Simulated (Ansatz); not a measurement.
AlBClH₃, SMILES `[AlH2][BH]Cl`. Total charge 0; spin multiplicity 1.

Z-matrix (Å, degrees):
```
Al
B 1 2.129
H 1 1.591 2 120.5
H 1 1.591 2 120.6 3 -178.0
Cl 2 1.756 1 117.3 3 88.7
H 2 1.197 1 129.0 3 -91.3
```

**Question.** List the harmonic frequencies (cm⁻¹, unscaled) at PBE0-D4/def2-TZVP in Ansatz. (An estimate is asked.)

**Answer.** Ansatz gave: 119, 122, 341, 496, 599, 708, 765, 832, 1035, 1905, 1912, 2607.

**Question.** Is this a minimum?

**Answer.** Yes, all 12 modes are real.

**Question.** Give the ideal-gas thermochemistry at 298.15 K and 1 bar (rigid rotor, harmonic oscillator; point group Cs, symmetry number 1).

**Answer.** Zero-point energy 68.4 kJ/mol; H(298) − E = 84.8 kJ/mol; entropy 306.0 J/(mol·K), of which translation 162.9, rotation 104.1, vibration 39.0; G(298) − E = -6.4 kJ/mol.

**Question.** And at 400, 500, 600, 800 and 1000 K?

**Answer.** 
```csv
T (K),H − E (kJ/mol),S (J/mol/K),G − E (kJ/mol)
400,93.1,329.9,-38.9
500,102.2,350.1,-72.9
600,111.9,367.9,-108.8
800,132.9,398.1,-185.5
1000,155.4,423.1,-267.7
```

**Question.** Rotational constants (cm⁻¹)?

**Answer.** 0.9553, 0.09047, 0.08582.
